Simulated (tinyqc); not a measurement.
Worked calculation: CCD on RHF in the sto-3g basis, for HF, spin multiplicity 1. One step of it, computed by the program tinyqc.

Task: Iteration 1: building the Fock matrix. J_ij = sum D_kl (ij|kl), K_ij = sum D_kl (ik|jl); F = H + J - 0.5 K; E = tr D H + tr D J / 2 - 0.25 tr D K + E_nn.

D at the start:
```
            1F 1s      1F 2s    1F 2px    1F 2py     1F 2pz      2H 1s
1F 1s    2.157013  -0.507519  0.000000  0.000000   0.011397  -0.015035
1F 2s   -0.507519   2.136348  0.000000  0.000000  -0.061389   0.055207
1F 2px   0.000000   0.000000  1.636736  0.000000   0.000000   0.000000
1F 2py   0.000000   0.000000  0.000000  1.636736   0.000000   0.000000
1F 2pz   0.011397  -0.061389  0.000000  0.000000   1.546467   0.171934
2H 1s   -0.015035   0.055207  0.000000  0.000000   0.171934   1.010593
```

core Hamiltonian H = T + V (hartree):
```
             1F 1s       1F 2s     1F 2px     1F 2py     1F 2pz      2H 1s
1F 1s   -40.471189   -9.495854   0.000000   0.000000  -0.009001  -1.047209
1F 2s    -9.495854  -10.949007   0.000000   0.000000  -0.111831  -2.478497
1F 2px    0.000000    0.000000  -8.626453   0.000000   0.000000   0.000000
1F 2py    0.000000    0.000000   0.000000  -8.626453   0.000000   0.000000
1F 2pz   -0.009001   -0.111831   0.000000   0.000000  -8.686375  -1.761812
2H 1s    -1.047209   -2.478497   0.000000   0.000000  -1.761812  -4.423053
```

Two-electron integrals (ij|kl) in chemists' order, unique and non-zero (hartree):
```
(11|11) 5.403501   (21|11) 0.841920   (21|21) 0.156299   (22|11) 1.268028
(22|21) 0.292344   (22|22) 0.926167   (31|31) 0.027998   (32|31) 0.043169
(32|32) 0.204588   (33|11) 1.264502   (33|21) 0.292403   (33|22) 0.925959
(33|33) 0.997514   (41|41) 0.027998   (42|41) 0.043169   (42|42) 0.204588
(43|43) 0.053770   (44|11) 1.264502   (44|21) 0.292403   (44|22) 0.925959
(44|33) 0.889973   (44|44) 0.997514   (51|51) 0.027998   (52|51) 0.043169
(52|52) 0.204588   (53|53) 0.053770   (54|54) 0.053770   (55|11) 1.264502
(55|21) 0.292403   (55|22) 0.925959   (55|33) 0.889973   (55|44) 0.889973
(55|55) 0.997514   (61|11) 0.093152   (61|21) 0.017160   (61|22) 0.031937
(61|33) 0.031888   (61|44) 0.031888   (61|51) 0.000689   (61|52) 0.001300
(61|55) 0.032040   (61|61) 0.001903   (62|11) 0.254276   (62|21) 0.059490
(62|22) 0.212505   (62|33) 0.209306   (62|44) 0.209306   (62|51) 0.004040
(62|52) 0.032576   (62|55) 0.218690   (62|61) 0.006635   (62|62) 0.061855
(63|31) 0.006003   (63|32) 0.036425   (63|53) 0.006718   (63|63) 0.008854
(64|41) 0.006003   (64|42) 0.036425   (64|54) 0.006718   (64|64) 0.008854
(65|11) 0.180706   (65|21) 0.042795   (65|22) 0.163682   (65|33) 0.156863
(65|44) 0.156863   (65|51) 0.008531   (65|52) 0.060000   (65|55) 0.177131
(65|61) 0.004955   (65|62) 0.058570   (65|65) 0.063961   (66|11) 0.439415
(66|21) 0.104459   (66|22) 0.431424   (66|33) 0.417848   (66|44) 0.417848
(66|51) 0.008173   (66|52) 0.094278   (66|55) 0.458168   (66|61) 0.011700
(66|62) 0.167331   (66|65) 0.184784   (66|66) 0.774606
```

nuclear repulsion = 4.01567867 hartree

Give: Coulomb J; exchange K; Fock matrix F; total energy of this density.

Result:

Coulomb J (hartree):
```
          1F 1s   1F 2s  1F 2px  1F 2py  1F 2pz   2H 1s
1F 1s   20.1361  3.8176  0.0000  0.0000  0.0070  0.4197
1F 2s    3.8176  9.3949  0.0000  0.0000  0.0953  2.1574
1F 2px   0.0000  0.0000  9.3729  0.0000  0.0000  0.0000
1F 2py   0.0000  0.0000  0.0000  9.3729  0.0000  0.0000
1F 2pz   0.0070  0.0953  0.0000  0.0000  9.4120  1.6913
2H 1s    0.4197  2.1574  0.0000  0.0000  1.6913  4.6929
```

exchange K (hartree):
```
          1F 1s   1F 2s  1F 2px  1F 2py  1F 2pz   2H 1s
1F 1s   11.2709  1.9344  0.0000  0.0000  0.0058  0.2359
1F 2s    1.9344  3.1005  0.0000  0.0000  0.0517  0.8660
1F 2px   0.0000  0.0000  2.2726  0.0000  0.0000  0.0000
1F 2py   0.0000  0.0000  0.0000  2.2726  0.0000  0.0000
1F 2pz   0.0058  0.0517  0.0000  0.0000  2.3042  0.6324
2H 1s    0.2359  0.8660  0.0000  0.0000  0.6324  1.1148
```

Fock matrix F (hartree):
```
           1F 1s    1F 2s   1F 2px   1F 2py   1F 2pz    2H 1s
1F 1s   -25.9706  -6.6454   0.0000   0.0000  -0.0050  -0.7454
1F 2s    -6.6454  -3.1044   0.0000   0.0000  -0.0423  -0.7541
1F 2px    0.0000   0.0000  -0.3898   0.0000   0.0000   0.0000
1F 2py    0.0000   0.0000   0.0000  -0.3898   0.0000   0.0000
1F 2pz   -0.0050  -0.0423   0.0000   0.0000  -0.4265  -0.3867
2H 1s    -0.7454  -0.7541   0.0000   0.0000  -0.3867  -0.2875
```

total energy of this density = -99.157161 hartree

This density is the starting one; it is not idempotent, so its energy is not variational and may lie below the converged one.
